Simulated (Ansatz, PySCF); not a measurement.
Molecule: SiO, charge 1, multiplicity 2. 
Structure (B3LYP-D3(BJ)/def2-TZVP (Ansatz, a first-principles code) minimum search):
```
Si
O 1 1.5229
```
Charge +1, spin multiplicity 2.

Total electronic energies in hartree. Correlated levels leave the core frozen unless marked. Open shells are spin-unrestricted. Spin-orbit coupling is left out. Non-relativistic unless marked X2C.  The program attaches cautions to a run behind HF/STO-3G: large difference. The program attaches cautions to a run behind MP2/STO-3G: large difference.

The Hartree-Fock reference is unstable (checked in the largest basis), which strains HF and MP2. The T1 diagnostic of CCSD in the largest basis is 0.078, which is high, so the coupled-cluster rows are less sure than usual.

| level | program | energy (Eh) |
|---|---|---|
| HF/STO-3G | Ansatz | -359.12834 |
| RI-HF/aug-cc-pV(T+d)Z | Ansatz | -363.48257 |
| PBE/def2-TZVPD | Ansatz | -364.13044 |
| TPSS-D3(BJ)/def2-TZVPD | PySCF + dftd3 | -364.37918 |
| M06-L/def2-TZVPD | PySCF | -364.32955 |
| B97M-V/def2-TZVPD | Ansatz | -364.24743 |
| B3LYP/def2-TZVPD | PySCF | -364.36605 |
| PBE0/STO-3G | Ansatz | -359.79377 |
| PBE0-D4/def2-TZVP | Ansatz + dftd4 | -364.13996 |
| r2SCAN0-D4/def2-TZVPD | Ansatz + dftd4 | -364.25778 |
| PW6B95-D4/def2-TZVPD | PySCF + dftd4 | -364.68618 |
| PW6B95/def2-TZVPD | PySCF | -364.68553 |
| M06-2X/def2-TZVPD | PySCF | -364.29507 |
| HSE06-D3(BJ)/def2-TZVPD | Ansatz + dftd3 | -364.13126 |
| B2GP-PLYP-D4/def2-TZVPD | Ansatz + dftd4 | -364.11144 |
| MP2/STO-3G | Ansatz | -359.22055 |
| RI-MP2/def2-TZVPP | Ansatz | -363.72301 |
| CCSD/cc-pVTZ | Ansatz | -363.75905 |
| CCSD/aug-cc-pV(Q+d)Z | Ansatz | -363.79183 |
| CCSD(T)/cc-pVDZ | PySCF | -363.67003 |
| CCSD(T)/def2-QZVPPD | Ansatz | -363.80703 |
| X2C-CCSD(T)/cc-pVTZ-DK | Ansatz | -364.42881 |

Totals of different functionals don't rank their quality; only differences between species are comparable.
